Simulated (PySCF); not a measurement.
C2H3, SMILES [CH]=C (connectivity only; charge and spin as stated), charge +1, multiplicity 1. Coordinates come from a B3LYP-D3(BJ)/def2-TZVP optimisation. The multiplicity is an assumed one; other spin states were not compared. The isomer is the one that the SMILES or the coordinates give; other isomers of the formula were not compared.

TDDFT-M06-2X/def2-TZVPD (PySCF) puts the lowest singlet excitations at 2.83, 7.63, 8.16, 10.54, 10.70, 10.81 eV.

Q: What are the lowest excitation roots from ADC(2)/aug-cc-pVDZ (PySCF)? (An estimate is asked for; the answer gives what the named calculation found.)

A: 3.44, 7.53, 8.55, 10.77, 11.22, 11.41 eV. S1 differs by 0.61 eV (second minus first; roots are paired by order, and the bases may differ).
